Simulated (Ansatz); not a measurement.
Born–Oppenheimer molecular dynamics of AlH3O2 (6 atoms, charge 0, multiplicity 1). It starts at the highest image of a converged band. Of that band: Neighbouring images differ by up to 1.2 eV, so the band resolves the path poorly. A vibrational analysis at the climbing image gives one clearly imaginary mode, 1478i cm⁻¹: a first-order saddle point.

Level of theory: RKS B3LYP/def2-mTZVP (Ansatz).

```json
{
  "ensemble": "NVE (velocity Verlet)",
  "time step": "0.5 fs",
  "steps asked": "200",
  "starting velocities drawn for": "300 K",
  "seed": "5547"
}
```

First frame:

```xyz
6
Properties=species:S:1:pos:R:3
Al -0.193 0.029 0.516
H 1.211 -0.078 1.530
O 1.626 -0.047 0.238
H 2.150 -0.795 -0.112
O -1.081 -0.433 -0.874
H -2.040 -0.474 -0.942
```

Problem. How far do the bonds stretch over the last three quarters of this one trajectory? (Pairs bonded in most of those frames.)

Solution. 
```json
{"bond": "Al1–O3", "mean (Å)": "1.703", "spread (Å)": "0.049", "shortest": "1.60", "longest": "1.78"}
{"bond": "Al1–O5", "mean (Å)": "1.725", "spread (Å)": "0.085", "shortest": "1.58", "longest": "1.86"}
{"bond": "O3–H4", "mean (Å)": "0.965", "spread (Å)": "0.005", "shortest": "0.96", "longest": "0.98"}
{"bond": "O5–H6", "mean (Å)": "0.965", "spread (Å)": "0.010", "shortest": "0.95", "longest": "0.99"}
```

Mean temperature of the second half: 2940 K. The conserved energy stayed within 0.87 meV per atom of its start (net change -0.45 meV per atom), so the integration is sound. The kinetic energy rose, since the run started high on the potential surface and went downhill. A run of 0.1 ps of so small a system gives no equilibrium averages. The orbitals stay closed-shell, which can raise the energy where a bond breaks towards radicals; this wasn't checked here.

Run time: 5 min on 1 thread of Arm Neoverse V2, with other jobs on the host, peak memory 0.13 GiB.
